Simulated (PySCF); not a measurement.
**PH (SMILES [PH]): UBHLYP/cc-pVTZ**

Aim: the energy change on altering one bond length of PH at UBHLYP/cc-pVTZ, from 2 runs. The job is set up through a Python script.

The results are computed with PySCF 2.14.0.

4 further runs of the same task are left out: 4 set aside as unsound or not needed.

### 1 Starting point

PH has 2 atoms, charge 0, and is taken as a triplet. SMILES: `[PH]`. The coordinates come from a PBE0-D4/def2-TZVP relaxation.

Bond lengths: P1–H2 1.428 Å.

### 2 A single-point energy at UBHLYP/cc-pVTZ

File input.py:

```python
from pyscf import gto, dft

mol = gto.M(
    atom='''
P      0.000000     0.000000    -0.027609
H      0.000000     0.000000     2.671468
''',
    max_memory=1860,
    verbose=3,
    unit='bohr',
    basis='cc-pvtz',
    spin=2,
)

ks = dft.UKS(mol)
ks.xc = 'bhandhlyp'
ks.conv_tol = 1e-10
ks.grids.level = 5
ks.kernel()
if not ks.converged:
    ks = ks.newton().run(ks.mo_coeff, ks.mo_occ)

etot = ks.e_tot
print('Final energy', etot)
```

Launch:

```bash
$ OMP_NUM_THREADS=1 python input.py
```

The program printed:

```text
WARN: HOMO -0.196765434699184 >= LUMO -0.196765434699192

converged SCF energy = -341.89220911403  <S^2> = 2.0090419  2S+1 = 3.0060219
Final energy -341.8922091140299
```

Wall time 3.3 s (1 thread of Arm Neoverse V2, shared host); peak memory 0.25 GiB.

### 3 The distorted shape, same level

File mol.xyz:

```xyz
2
HP
P      0.000000     0.000000    -0.228820
H      0.000000     0.000000     1.413680
```

File job.py:

```python
from pyscf import gto, dft

system = gto.M(
    atom='mol.xyz',
    charge=0,
    verbose=3,
    basis='cc-pvtz',
    spin=2,
    max_memory=1860,
)

mf = dft.UKS(system, xc='bhandhlyp')
mf.grids.level = 5
mf.conv_tol = 1e-10
mf.kernel()
if not mf.converged:
    mf = mf.newton().run(mf.mo_coeff, mf.mo_occ)

energy = mf.e_tot
print('Final energy', energy)
```

Launch:

```bash
$ OMP_NUM_THREADS=1 python job.py
```

The program printed:

```text
WARN: HOMO -0.192433686994232 >= LUMO -0.19243368699424

converged SCF energy = -341.878348153305  <S^2> = 2.0091699  2S+1 = 3.0061071
Final energy -341.8783481533046
```

Run time: 3.3 s. Hardware: 1 thread of Arm Neoverse V2, shared host; peak memory 0.25 GiB.

### 4 Summary of results

Level: UBHLYP/cc-pVTZ.

```
                                                         quantity          value
                                        first shape: total energy  -341.89221 Eh
                                       first shape: dipole moment         0.48 D
                  first shape: HOMO energy (highest over α and β)       -8.31 eV
                   first shape: LUMO energy (lowest over α and β)       -1.92 eV
                                                first shape: ⟨S²⟩          2.009
                                    distorted shape: total energy  -341.87835 Eh
                                   distorted shape: dipole moment         0.15 D
              distorted shape: HOMO energy (highest over α and β)       -8.38 eV
               distorted shape: LUMO energy (lowest over α and β)       -1.96 eV
                                            distorted shape: ⟨S²⟩          2.009
energy change with the P1–H2 bond stretched from 1.428 to 1.643 Å       0.377 eV
```

What this shows: With the P1–H2 bond stretched from 1.428 to 1.643 Å the energy rises by 0.38 eV (8.7 kcal/mol). The first shape isn't relaxed at this level, so the change isn't measured from a minimum.
